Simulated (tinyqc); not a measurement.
Worked calculation: RHF in the sto-3g basis, for NH3, spin multiplicity 1. One step of it, computed by the program tinyqc.

Task: Iteration 2: diagonalisation and new density. Diagonalise F' = X^T F X, C = X C', fill 5 alpha and 5 beta electrons from the bottom; D = 2 C_occ C_occ^T. Each column has its largest component positive (the first on a tie).

Fock matrix F (hartree):
```
             1N 1s      1N 2s     1N 2px     1N 2py     1N 2pz      2H 1s      3H 1s      4H 1s
1N 1s   -16.288469  -4.079923  -0.000040   0.000000   0.029144  -0.587711  -0.586846  -0.586846
1N 2s    -4.079923  -2.310996  -0.000165   0.000000  -0.010898  -0.676209  -0.675358  -0.675358
1N 2px   -0.000040  -0.000165  -0.556570   0.000000   0.000242  -0.445001   0.222249   0.222249
1N 2py    0.000000   0.000000   0.000000  -0.556195   0.000000   0.000000  -0.384914   0.384914
1N 2pz    0.029144  -0.010898   0.000242   0.000000  -0.455429   0.119985   0.119835   0.119835
2H 1s    -0.587711  -0.676209  -0.445001   0.000000   0.119985  -0.453755  -0.155771  -0.155771
3H 1s    -0.586846  -0.675358   0.222249  -0.384914   0.119835  -0.155771  -0.452834  -0.155643
4H 1s    -0.586846  -0.675358   0.222249   0.384914   0.119835  -0.155771  -0.155643  -0.452834
```

X:
```
            1N 1s      1N 2s     1N 2px     1N 2py     1N 2pz      2H 1s      3H 1s      4H 1s
1N 1s    1.023993  -0.140896  -0.000008   0.000000   0.002919   0.018709   0.018694   0.018694
1N 2s   -0.140896   1.196832   0.000100   0.000000  -0.026842  -0.206263  -0.205987  -0.205987
1N 2px  -0.000008   0.000100   1.085064   0.000000  -0.000018  -0.212847   0.106350   0.106350
1N 2py   0.000000   0.000000   0.000000   1.084928   0.000000   0.000000  -0.184121   0.184121
1N 2pz   0.002919  -0.026842  -0.000018   0.000000   1.004112   0.031724   0.031671   0.031671
2H 1s    0.018709  -0.206263  -0.212847   0.000000   0.031724   1.117923  -0.025452  -0.025452
3H 1s    0.018694  -0.205987   0.106350  -0.184121   0.031671  -0.025452   1.117685  -0.025433
4H 1s    0.018694  -0.205987   0.106350   0.184121   0.031671  -0.025452  -0.025433   1.117685
```

Give: F' = X^T F X; orbital energies; coefficients C; D after iteration 2.

Result:

F' = X^T F X (hartree):
```
          1        2        3        4        5        6        7        8
1  -16.0054  -2.0617   0.0000   0.0000   0.0448  -0.0538  -0.0536  -0.0536
2   -2.0617  -1.4529   0.0000   0.0000  -0.0926  -0.2888  -0.2884  -0.2884
3    0.0000   0.0000  -0.3674   0.0000   0.0002  -0.3813   0.1904   0.1904
4    0.0000   0.0000   0.0000  -0.3673   0.0000   0.0000  -0.3298   0.3298
5    0.0448  -0.0926   0.0002   0.0000  -0.4359   0.1119   0.1118   0.1118
6   -0.0538  -0.2888  -0.3813   0.0000   0.1119  -0.1493  -0.0470  -0.0470
7   -0.0536  -0.2884   0.1904  -0.3298   0.1118  -0.0470  -0.1489  -0.0469
8   -0.0536  -0.2884   0.1904   0.3298   0.1118  -0.0470  -0.0469  -0.1489
```

orbital energies (hartree): MO1 -16.2936, MO2 -1.3723, MO3 -0.7200, MO4 -0.7196, MO5 -0.5301, MO6 0.0588, MO7 0.2503, MO8 0.2505

coefficients C:
```
            MO1      MO2      MO3      MO4      MO5      MO6      MO7      MO8
1N 1s    0.9950  -0.2497   0.0002   0.0000  -0.0439  -0.1228   0.0000   0.0001
1N 2s    0.0220   0.9697  -0.0009   0.0000   0.2815   0.7486   0.0000  -0.0007
1N 2px   0.0000   0.0002   0.7087   0.0000   0.0009  -0.0002   0.0000  -0.8620
1N 2py   0.0000   0.0000   0.0000   0.7088   0.0000   0.0000   0.8617   0.0000
1N 2pz  -0.0024   0.0124  -0.0012   0.0000   0.8954  -0.4583   0.0000   0.0001
2H 1s   -0.0038   0.0505   0.3933   0.0000  -0.2307  -0.6057   0.0000   0.8735
3H 1s   -0.0038   0.0503  -0.1961   0.3402  -0.2316  -0.6061  -0.7560  -0.4362
4H 1s   -0.0038   0.0503  -0.1961  -0.3402  -0.2316  -0.6061   0.7560  -0.4362
```

D after iteration 2:
```
          1N 1s    1N 2s   1N 2px   1N 2py   1N 2pz    2H 1s    3H 1s    4H 1s
1N 1s    2.1088  -0.4653   0.0001   0.0000  -0.0896  -0.0124  -0.0123  -0.0123
1N 2s   -0.4653   2.0399  -0.0004   0.0000   0.5280  -0.0328  -0.0327  -0.0327
1N 2px   0.0001  -0.0004   1.0044   0.0000   0.0000   0.5570  -0.2783  -0.2783
1N 2py   0.0000   0.0000   0.0000   1.0048   0.0000   0.0000   0.4823  -0.4823
1N 2pz  -0.0896   0.5280   0.0000   0.0000   1.6039  -0.4128  -0.4131  -0.4131
2H 1s   -0.0124  -0.0328   0.5570   0.0000  -0.4128   0.4209  -0.0423  -0.0423
3H 1s   -0.0123  -0.0327  -0.2783   0.4823  -0.4131  -0.0423   0.4208  -0.0422
4H 1s   -0.0123  -0.0327  -0.2783  -0.4823  -0.4131  -0.0423  -0.0422   0.4208
```
